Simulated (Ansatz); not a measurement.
# C3H4O: how energies converge with the basis set

Aim: see how fast density functionals converge with the basis set for C3H4O.

Method: one geometry, several basis sets; program: Ansatz 0.2.0, Gaussian basis.

Plan: PBE0-D4/def2-SVP; ωB97M-V/def2-SVP; PBE0-D4/def2-QZVPP; ωB97M-V/def2-QZVPP; the functionals' def2-TZVPP values are taken from earlier runs.

### 1 Structure used throughout

All runs share one geometry, relaxed beforehand with PBE0-D4 in a triple-zeta def2 set.

SMILES `CC#CO`, 8 atoms, charge 0, spin multiplicity 1.

Atoms are counted from 1 here; the program's logs count them from 0.

Bond lengths: C1–C2 1.453 Å, C1–H5 1.093 Å, C1–H6 1.093 Å, C1–H7 1.093 Å, C2–C3 1.199 Å, C3–O4 1.308 Å, O4–H8 0.964 Å. Angles: C2–C1–H5 111.2°, C2–C1–H6 111.6°, C2–C1–H7 110.7°, H5–C1–H6 107.9°, H5–C1–H7 107.5°, H6–C1–H7 107.8°, C1–C2–C3 179.9°, C2–C3–O4 176.2°, C3–O4–H8 109.9°.

### 2 PBE0-D4 in def2-SVP

File in.yaml:

```yaml
crystal:
  periodic: [false, false, false]
  atoms:
    - {symbol: C, position_ang: [-0.382641, 1.237875, -0.526528]}
    - {symbol: C, position_ang: [0.109404, -0.014151, 0.022358]}
    - {symbol: C, position_ang: [0.513803, -1.048747, 0.473621]}
    - {symbol: O, position_ang: [1.032753, -2.141145, 0.972737]}
    - {symbol: H, position_ang: [-1.122151, 1.061278, -1.311810]}
    - {symbol: H, position_ang: [-0.850415, 1.858817, 0.241830]}
    - {symbol: H, position_ang: [0.434568, 1.813680, -0.968369]}
    - {symbol: H, position_ang: [0.356879, -2.824707, 1.040362]}
basis:
  gaussian: {orbitals: def2-SVP}
hamiltonian: {xc: pbe0, dispersion: d4}
output: {orbitals: {seedname: orbitals}}
```

The run is started by

```sh
ansatz run in.yaml --threads 2 --pin off --events-out ev --progress --plain --max-ram 4352MiB
```

Further steps of the session: ωB97M-V in def2-SVP; PBE0-D4 in def2-QZVPP; ωB97M-V in def2-QZVPP.

**Question.** What will the summary of the whole plan be? Wanted: PBE0-D4: double and triple zeta above quadruple; ωB97M-V: double and triple zeta above quadruple.

As calculated:

```
                                       quantity          value
PBE0-D4: double and triple zeta above quadruple  6.25, 0.29 eV
ωB97M-V: double and triple zeta above quadruple  6.47, 0.27 eV
```

For PBE0-D4 the step from double to triple zeta gains 5.96 eV and the next only 0.29 eV. Total energies overstate the basis error of differences, where much of it tends to cancel. The LUMO of ωB97M-V is positive and keeps falling with the basis (2.97 to 1.32 eV): an unbound level that the basis holds in place.
